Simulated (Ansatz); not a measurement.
**Property card for K**

The calculation used Ansatz, DFT PBEsol, scalar-relativistic, plane waves, PAW.

Plane waves to 420 eV, a k mesh through Γ of 12×12×12 on the computed 1-atom cell and Gaussian smearing (0.10 eV); no spin polarisation.

The structure is relaxed at this level of theory with its symmetry kept.

```
K
1.0
    -2.61250    2.61250    2.61250
     2.61250   -2.61250    2.61250
     2.61250    2.61250   -2.61250
K
1
Direct
  0.00000 0.00000 0.00000
```

```
Space group                                                       : Im-3m (No. 229)
Volume per atom                                                   : 481.3 bohr³
Formation energy from the elements' standard states (uncorrected) : +0.001 eV/atom
Kohn–Sham band gap                                                : none (metal)
Density of states at the Fermi level                              : 0.77 states/eV per cell
Löwdin character within 0.5 eV of the Fermi level                 : K 4s 86 %, unprojected 14 %
Bulk modulus                                                      : 3.7 GPa
Its pressure derivative                                           : 3.7
Bader charges (e)                                                 : K (1 in the cell) 0.00
```